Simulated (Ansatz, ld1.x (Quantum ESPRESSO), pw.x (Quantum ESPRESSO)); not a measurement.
## copper: one change to the RRKJ potential, in the atom and in the sc crystal

```json
{
 "Element": "Cu (Z = 29)",
 "Generator": "ld1.x (Quantum ESPRESSO) 7.5",
 "Type": "norm-conserving RRKJ (Kleinman–Bylander form)",
 "Functional": "PBEsol",
 "Relativity": "scalar-relativistic",
 "Frozen core": "[Ar]",
 "Valence charge": "11",
 "Reference configuration": "3d9 4s2 4p0",
 "Partial waves": "4p (bound, empty): rc 2.55 bohr; 3d (bound): rc 1.45 bohr; 4s (bound): rc 1.95 bohr",
 "Local potential": "the s channel",
 "Core correction": "Bessel-smoothed model core inside 0.85 bohr",
 "rho0": "0.02"
}
```

Change: all radii but the core radius scaled by about 1.23 (s 2.40, p 3.12, d 1.78 bohr).

Cutoffs, loose and tight: the cutoffs (Ry, on a coarse ladder) from which the occupation-weighted sum of valence levels, in a spherical-Bessel basis at the reference potential, stays within 10 and 1 mRy of its value at 400 Ry. They do not see the model core or the augmentation charge, which bear on the density cutoff. Test errors are all-electron minus pseudo excitation energies from the reference, over the configurations 3d10 4s1 4p0; 3d10 4s0 4p0; 3d9 4s0 4p0; 3d10 4s0 4p1; 3d9 4s1 4p0; 3d9 4s1 4p1; 3d10 4s0.5 4p0; variants that change the core or the reference have their own tests.

Crystal test: sc Cu in pw.x 7.5, no spin, 14³ k-points, Fermi–Dirac smearing 0.01 Ry, cutoffs set for each file from its atomic test. The reference is all-electron LAPW (Ansatz 0.2.0) with the same functional, mesh and smearing; V0 and B0 come from Birch–Murnaghan fits to the pressures at five volumes. Errors are pseudo minus all-electron; Δ is the rms difference of the E(V) curves that follow from these fits, minima aligned, over ±6 % about the mean V0. Mesh and smearing are coarse, so the numbers serve the comparison and aren't converged zero-temperature values; the lattice is a test structure that the element need not adopt.

All-electron: a0 = 2.360 Å (V0 = 13.15 Å³/atom), B0 = 123.4 GPa.

Question: Does the change bring the crystal closer to the all-electron result?

Answer: The mean pressure error goes from +4.27 to +3.14 GPa, so the change moves the solid closer to the all-electron pressures. The B0 error goes the other way, from -0.5 to -1.7 %.

```tsv
quantity	base	changed
outcome (atom)	generated	generated
cutoff, loose (atom)	90 Ry	70 Ry
cutoff, tight (atom)	140 Ry	100 Ry
bound ghosts (atom)	none	none
largest test error (meV) (atom)	-290 over the solved tests; 1 of 7 tests not solved or not reliable	7 of 7 tests not solved or not reliable
cutoffs in pw.x (Ry)	170/680	120/480
a0 (Å)	2.385	2.379
a0 error (%)	+1.06	+0.81
B0 error (%)	-0.5	-1.7
Δ (meV/atom)	11.5	8.7
mean pressure error (GPa)	+4.27	+3.14
```

Base: The largest radius (2.55 bohr) exceeds half the bond length (2.23 bohr), so the spheres overlap, which is one possible source of error among others. This is a poor potential for the solid. Atomic configuration tests: 1 of 7 tests not solved or not reliable. Changed file: The largest radius (3.12 bohr) exceeds half the bond length (2.23 bohr), so the spheres overlap, which is one possible source of error among others. This is a poor potential for the solid. Atomic configuration tests: 7 of 7 tests not solved or not reliable. The atomic cutoffs weigh occupied waves only.
